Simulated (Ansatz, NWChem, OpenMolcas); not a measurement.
Worked example: BH(CH3)(OH) + C2H4Si → BH(CH3)(SiH3) + C2H2O

Gas-phase species: BH(CH3)(OH), singlet; C2H4Si (ethynylsilane) `C#C[SiH3]`, singlet; BH(CH3)(SiH3), singlet; C2H2O (ethynol) `C#CO`, singlet. The partners trade OH for SiH3: B–OH and C–SiH3 bonds give way to B–SiH3 and C–OH.

Shapes, held fixed at every level: PBE0-D4/def2-TZVP. Flexible molecules stand in one conformer, not always the lowest. Programs: Ansatz 0.2.0, NWChem 7.3.0, OpenMolcas 26.06. A level may come from different programs for different species; with the same settings they agree closely. The zero-point and thermal change to 298 K, harmonic and unscaled (PBE0-D4/def2-TZVP), is -6.7 kJ/mol.

At CCSD(T)/CBS estimate; 1 Eh = 2625.50 kJ/mol:

```
      species  energy (Eh)
  BH(CH3)(OH)  -141.084889
       C2H4Si  -367.520812
BH(CH3)(SiH3)  -356.105701
        C2H2O  -152.383799
```

Question: Work out ΔH(298 K) of the reaction at this level.

Answer: 
1. Products less reactants: (-356.105701) + (-152.383799) − [(-141.084889) + (-367.520812)] = 0.116201 Eh = +305.1 kJ/mol.
2. With the thermal change: +305.1 + (-6.7) = +298.4 kJ/mol.

Other levels give +265.9 (PBE-D4/def2-TZVPP) to +309.2 kJ/mol (MP2/def2-TZVPP). No measured value is set beside it here. The CBS estimate extrapolates MP2 from def2-TZVPP and def2-QZVPP and adds CCSD(T) − MP2 in the triple-zeta set, cores frozen. The median of the other correlated levels is +283.9 kJ/mol.
